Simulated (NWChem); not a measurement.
Correlation energy of CH

```
C
H 1 1.1343
```
Charge 0, spin multiplicity 2.

The numbers come from NWChem runs, not from measurements. All single points use one geometry, from UPBE0/def2-SVP, a minimum by its harmonic frequencies.

Basis set: 3-21G. Each correlation energy counts from its own Hartree-Fock reference.

| method | correlation energy (mHa) |
|---|---|
| UMP2 | -45.1 |
| SCS-UMP2 | -49.6 |
| CCSD on UHF | -63.9 |
| CCSD[T] on UHF | -64.6 |
| CCSD(T) on UHF | -64.6 |
| CCSD on ROHF | -64.9 |
| CCSD[T] on ROHF | -65.7 |
| CCSD(T) on ROHF | -65.7 |
| CCSDT on ROHF | -65.9 |

The values span 20.8 mHa, from CCSDT on ROHF (lowest) to UMP2 (highest). 

The correlated methods keep 1 core orbital frozen. This spin state was chosen for the runs; another may lie lower. The structure started from a generated list of species. The unpaired electrons of the parent sit in orbitals of symmetry b1 (C2v labels of the run); other states weren't searched. No SCF solution was tested for a lower state. Open-shell Hartree-Fock references start from PBE0 orbitals. No row is a measurement; the coupled-cluster row has its own basis-set and correlation limits.
